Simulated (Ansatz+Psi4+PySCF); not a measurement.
Values are calculated unless marked as measured or tabulated.
## Psi4 1.11 run

```
molecule {
1 2
Cl 0.000000 0.000000 1.007540
Cl 0.000000 0.000000 -1.007540
}

set basis cc-pV(T+d)Z
set reference rohf
set scf_type pk
energy('scf')
```

The input is written out from the run's settings.

Results

| Property | Result |
| --- | --- |
| Converged | yes |
| Total energy | -918.58130 hartree |
| Spin squared of the determinant | 0.750 |
| Occupied orbitals by symmetry in an Abelian subgroup (alpha; beta) | 5 Ag 2 B2g 2 B3g 4 B1u 2 B2u 2 B3u; 5 Ag 1 B2g 2 B3g 4 B1u 2 B2u 2 B3u |

This is not the lowest solution: another run reaches a determinant 0.08 eV lower.
